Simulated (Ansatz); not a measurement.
# The silicon atom (triplet): the correlation ladder, def2-TZVPD

How much of the correlation energy of the silicon atom (triplet) does each wave-function method recover here?

Program: Ansatz 0.2.0, Gaussian basis. Level of theory: def2-TZVPD, core rule «outside noble gas», up to 5 orbitals frozen. These are calculated values, not measurements.

The runs, in order: UHF; CCSD(T) on ROHF; CCSD(T) on UHF; BCCD(T) on ROHF; CISD; CCSDT(Q) on ROHF; CCSDT(Q) on UHF; CASSCF and MRCISD+Q, 4 electrons in 4 orbitals; CASSCF and MRCISD+Q(relaxed), 4 electrons in 4 orbitals; CASSCF and NEVPT4(SD), 4 electrons in 4 orbitals; CASSCF and NEVPT2, 4 electrons in 4 orbitals.

**1. The atom**

A free atom, in its lowest state of this spin that the program finds.

1 atom, charge 0, spin multiplicity 3.

**2. UHF**

Input file in.yaml:

```yaml
crystal:
  periodic: [false, false, false]
  atoms:
    - {symbol: Si, position_ang: [0.000000, 0.000000, 0.000000]}
basis:
  gaussian: {orbitals: def2-TZVPD}
magnetization: {spin_polarized: true, initial_magnetization: 2}
hamiltonian: {xc: hf}
output: {orbitals: {seedname: orbitals}}
```

Command:

```console
> ansatz run in.yaml --threads 1 --pin off --events-out ev --progress --plain --max-ram 2393MiB
```

The runs that follow: CCSD(T) on ROHF; CCSD(T) on UHF; BCCD(T) on ROHF; CISD; CCSDT(Q) on ROHF; CCSDT(Q) on UHF; CASSCF and MRCISD+Q, 4 electrons in 4 orbitals; CASSCF and MRCISD+Q(relaxed), 4 electrons in 4 orbitals; CASSCF and NEVPT4(SD), 4 electrons in 4 orbitals; CASSCF and NEVPT2, 4 electrons in 4 orbitals.

Before running them: what should the planned runs give, taken together? Wanted: UCCSDT(Q) below the RHF energy; RMP2 from UCCSDT(Q); UMP2 from UCCSDT(Q); RCCSD from UCCSDT(Q); RCCSD(T) from UCCSDT(Q); UCCSD(T) from UCCSDT(Q); RCCSDT(Q) from UCCSDT(Q); NEVPT2 valence from UCCSDT(Q); NEVPT4(SD) valence from UCCSDT(Q).

The runs gave:

| quantity | value |
| --- | --- |
| UCCSDT(Q) below the RHF energy | -2.2124 eV |
| RMP2 from UCCSDT(Q) | +13.71 kcal/mol |
| UMP2 from UCCSDT(Q) | +13.71 kcal/mol |
| RCCSD from UCCSDT(Q) | +2.23 kcal/mol |
| RCCSD(T) from UCCSDT(Q) | +0.57 kcal/mol |
| UCCSD(T) from UCCSDT(Q) | +0.53 kcal/mol |
| RCCSDT(Q) from UCCSDT(Q) | +0.04 kcal/mol |
| NEVPT2 valence from UCCSDT(Q) | +10.54 kcal/mol |
| NEVPT4(SD) valence from UCCSDT(Q) | +0.84 kcal/mol |
| MRCISD+Q valence from UCCSDT(Q) | -0.52 kcal/mol |
| levels within 1 kcal/mol (43 meV) | RCCSD(T), UCCSD(T), BCCD(T), RCCSDT, UCCSDT, RCCSDT(Q), NEVPT4(SD) valence, MRCISD+Q valence, MRCISD+Q(relaxed) valence |
| T1 diagnostic | 0.024 |
| effectively unpaired electrons | 2.01 |

What this shows: RCCSD(T) misses by +0.57 kcal/mol, 1.1 % of the correlation energy. One determinant dominates. Of the multireference levels listed MRCISD+Q valence comes nearest in total energy (-0.52 kcal/mol), which doesn't show that its space is the better one. These misses are within one basis, not against nature; the frozen cores of restricted and unrestricted runs differ, which can shift their rows.
